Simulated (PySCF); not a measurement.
Methane, CH₄, SMILES C, point group Td.

Force field and properties: B3LYP/pcSseg-2 (PySCF, grid level 2). Vibrational terms come from second-order perturbation theory with semi-diagonal cubic constants, by steps of ±0.6 along the normal coordinates of each isotopologue. The parent has the commonest isotopes.

Equilibrium geometry (Å):

```json
{"atom": "C1", "x": "0.0069", "y": "0.0023", "z": "-0.0137"}
{"atom": "H2", "x": "0.8667", "y": "-0.6619", "z": "0.0414"}
{"atom": "H3", "x": "0.2707", "y": "0.8903", "z": "-0.5840"}
{"atom": "H4", "x": "-0.2924", "y": "0.2922", "z": "0.9911"}
{"atom": "H5", "x": "-0.8174", "y": "-0.5116", "z": "-0.5035"}
```

An isotope shift is δ(isotopologue) − δ(parent), that is, the negative of the change in the averaged GIAO shielding; n counts bonds from the nearest label (0: the labelled atom itself). These are computed values; those of heavy atoms are rounded to 5 ppb, about the numerical noise. One-bond deuterium shifts of ¹³C at such levels come out too large, by a quarter to a half.

Question: What isotope shifts arise with ²H at 2?

Answer: 
```
nucleus  n  0 K (ppb)  250 K (ppb)
     H2  0       -117         -113
     C1  1       -275         -280
     H3  2        -16          -18
     H4  2        -16          -18
     H5  2        -15          -17
```

Question: What isotope shifts arise with ²H at 2, ²H at 3, ²H at 4, ²H at 5?

Answer: 
```
nucleus  n  0 K (ppb)  250 K (ppb)
     H2  0       -170         -169
     H3  0       -170         -169
     H4  0       -170         -170
     H5  0       -169         -169
     C1  1      -1085        -1090
```
